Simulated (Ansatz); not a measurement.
The cluster C3⁻. Total charge -1; doublet. Geometry PBE0-D4/def2-TZVPD, basis def2-TZVPD, Ansatz.

Cartesian coordinates in Å:
```
C -0.367 0.233 0.610
C 0.717 -0.431 0.136
C -0.350 0.198 -0.746
```

| run | HOMO (eV) | LUMO (eV) |
| --- | --- | --- |
| A | 0.94 | 2.07 |
| B | -0.33 | 3.17 |
| C | 0.74 | 2.41 |
| D | -3.55 | 6.51 |
| E | -0.48 | 3.41 |

Another isomer (doublet) lies 0.36 eV lower at PBE0-D4/def2-TZVPD; other spin states weren't run for this one.

HOMO and LUMO are taken over both spins.

**Question.** The runs used HF, PBE, PBE0, r2SCAN, r2SCAN0. Estimate which is which.

**Answer.** A PBE (0 % exact exchange); B PBE0 (25 % exact exchange); C r2SCAN (0 % exact exchange); D HF (100 % exact exchange); E r2SCAN0 (25 % exact exchange). Exact exchange lowers occupied and raises empty levels; among semilocal functionals meta-GGAs tend to open the gap a little, and such runs are hard to tell apart. The gap grows from 1.13 eV (PBE) to 10.06 eV (HF). At PBE-D4/def2-TZVPD, r2SCAN-D4/def2-TZVPD the highest occupied level of the charge -1 doublet lies above zero (up to 0.94 eV). It is a level of β spin, whose loss leaves a triplet; that state wasn't run at this geometry and level. The electron is either unbound and held by the finite basis, or the level is raised by self-interaction error.
